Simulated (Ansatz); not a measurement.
**[OH···H···N], quartet: the ladder up to UCCSDT(Q)**

Geometry: a point of a hydrogen-transfer path between rigid fragments, not a stationary point.

```yaml
atoms:
  - { symbol: O, position_ang: [-1.0102, -0.0292, 0.0000] }
  - { symbol: H, position_ang: [-1.2595, 0.8974, 0.0000] }
  - { symbol: H, position_ang: [0.1908, -0.0292, 0.0000] }
  - { symbol: N, position_ang: [1.2308, -0.0292, 0.0000] }
```

Basis cc-pVDZ; Ansatz 0.2.0. Only valence electrons are correlated (noble-gas cores frozen), which leaves 13 electrons in 36 orbitals. R marks a restricted (for open shells ROHF) determinant, U an unrestricted one. Active spaces: valence = (13e, 10o) chosen from the atoms' valence shells; pair = (5e, 5o) about the gap.

Full CI isn't at hand for all of this; UCCSDT(Q) serves as the reference, and is uncertain by about the last step of the cluster series. The frozen core follows each run's orbitals, which can shift R against U totals by a few meV.

For open shells CISD is restricted-active-space CI with the open shells as a complete middle space.

```
UHF ⟨S²⟩                          : 3.788
T1 diagnostic (RCCSD)             : 0.0370
largest doubles amplitude (RCCSD) : 0.047
T1 diagnostic (UCCSD)             : 0.0273
```

| level | E − E(RHF) (eV) |
| --- | --- |
| UHF | -0.5026 |
| RMP2 | -8.2002 |
| UMP2 | -8.1329 |
| RCCSD | -9.0024 |
| UCCSD | -9.0170 |
| RCCSD(T) | -9.1772 |
| UCCSD(T) | -9.1797 |

**Question.** Estimate how far UCCSDT(Q) in cc-pVDZ lies from RCCSD(T). The table doesn't fix it; the size of (T) and the diagnostics are the guide.

**Answer.** UCCSDT(Q) in cc-pVDZ lies 4.2 kJ/mol below RCCSD(T), which is 25 % of the (T) step (-16.9 kJ/mol). T1 is raised, but (T) still catches most of what CCSD lacks. The miss exceeds 1 kcal/mol.

The other levels:

| level | E − E(UCCSDT(Q)) (kJ/mol) | share of correlation (%) | wall time |
| --- | --- | --- | --- |
| CISD | 81.6 | 90.82 | 12 s |
| BCCD(T) | 4.0 | 99.55 | 5.5 s |
| RCCSDT | 2.1 | 99.76 | – |
| UCCSDT | 1.9 | 99.79 | – |
| RCCSDT(Q) | 0.2 | 99.98 | 42 s |
| CASSCF (valence space) | 702.9 | 20.99 | – |
| NEVPT2 (valence space) | 112.0 | 87.41 | 4 s |
| MRCISD (valence space) | 48.6 | 94.54 | – |
| MRCISD+Q (valence space) | 4.4 | 99.51 | 9.5 s |

The correlation energy at UCCSDT(Q), counted from RHF, is -9.221 eV. That run took 33 s on 1 thread of Intel Xeon Platinum 8259CL, shared host.

Run but not shown, since their state or frozen core can't be matched to the reference's or they repeat it: CASSCF (pair space), NEVPT2 (pair space), MRCISD (pair space), MRCISD+Q (pair space).

Times hold each run's SCF and search for its determinant on a shared host, so for small cases they say little of a method's own cost; they ran on 1 thread of Intel Xeon Platinum 8259CL.

Natural occupations of CASSCF (valence space) about the gap: 1.976 1.969 1.006 1.003 1.000 0.032 0.025; effectively unpaired electrons, Σ n²(2−n)², 3.01.
